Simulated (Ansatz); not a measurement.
**BH₃+ (quartet): wave-function methods side by side, def2-TZVPP**

An exercise on one series of results from a longer session: the logs are not shown, and one member is left open.

The runs use Ansatz 0.2.0, Gaussian basis; def2-TZVPP, core rule «outside noble gas», up to 1 orbitals frozen.

To be run: UHF; ROHF; CCSD(T) on UHF.

2 further runs of the same task are left out: 2 set aside as unsound or not needed.

## The system

The geometry is a PBE0/def2-TZVP stationary point (not a proven minimum) of the parent state, kept for this charge and spin.

4 atoms, charge 1, spin multiplicity 4.

Atoms are counted from 1 here; the program's logs count them from 0.

Bond lengths: B1–H2 1.276 Å, B1–H3 1.174 Å, B1–H4 1.276 Å. Angles: H2–B1–H3 145.8°, H2–B1–H4 68.5°, H3–B1–H4 145.8°.

Set-up of the first run:

File in.yaml:

```yaml
crystal:
  periodic: [false, false, false]
  atoms:
    - {symbol: B, position_ang: [0.000000, 0.000000, 0.068140]}
    - {symbol: H, position_ang: [0.000000, 0.717784, -0.986606]}
    - {symbol: H, position_ang: [0.000000, 0.000000, 1.242354]}
    - {symbol: H, position_ang: [0.000000, -0.717784, -0.986606]}
basis:
  gaussian: {orbitals: def2-TZVPP}
total_charge: 1
magnetization: {spin_polarized: true, initial_magnetization: 3}
hamiltonian: {xc: hf}
output: {orbitals: {seedname: orbitals}}
```

Started as:

```
ansatz run in.yaml --threads 1 --pin off --events-out ev --progress --plain --max-ram 4096MiB --backend cpu
```

Among the steps run: UHF; ROHF; CCSD(T) on UHF.

One of the session's tables, all rows but one given; the rest of the session is left out.

It belongs to the step «Misses and costs». 

| method | from UCCSD(T) (kcal/mol) |
| --- | --- |
| ROHF | +59.59 |
| UHF | +57.94 |
| UMP2 | +13.90 |
| UCCSD | ? |
| UCCSD(T) | 0 |

Estimate the missing values for UCCSD.

As computed: from UCCSD(T) (kcal/mol): +1.92. In the column «from UCCSD(T) (kcal/mol)» it lies between UCCSD(T) (0) and UMP2 (+13.90).
